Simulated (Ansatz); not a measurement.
Cohesive energy (eV/atom) of solids drawn from the class of elemental solids other than molecular ones, at two levels: PBEsol in Ansatz (PAW), and r²SCAN (plane waves, PAW; Ansatz, a quantum-chemistry and plane-wave program).

```
solid                 PBEsol  r²SCAN  shift (eV/atom)
--------------------  ------  ------  ---------------
hcp Hf                  7.06    6.36            -0.70
diamond-structure Ge    4.15    3.88            -0.27
bcc Na                  1.15    1.08            -0.07
fcc Sr                  1.81    1.79            -0.02
fcc Rh                  6.68    5.44            -1.24
fcc Pb                  3.35    2.82            -0.53
fcc Au                  3.73    3.43            -0.30
hcp Y                   4.61    4.08            -0.53
hcp Re                  8.82    7.54            -1.28
bcc Mo                  7.12    5.63            -1.49
```

The shifts run from -1.49 eV/atom to -0.02 eV/atom, with a median of -0.53 eV/atom.

Over all 10 rows r²SCAN is the larger in 0.

Ansatz's runs of these crystals have no spin polarisation. Meta-GGA and hybrid levels favour moments, which can bear on fcc Rh, hcp Y.

Spin–orbit coupling is left out, also for the solids with elements from indium on (hcp Hf, fcc Pb, fcc Au, hcp Re); its size isn't shown.

Free atoms are spin-polarised, in the lowest state found; at levels without +SOC their spin–orbit coupling is left out. Each level is taken at its own relaxed cell. Ansatz's density-functional and Hartree–Fock values are scalar-relativistic unless marked +SOC, with PAW data made under PBE.
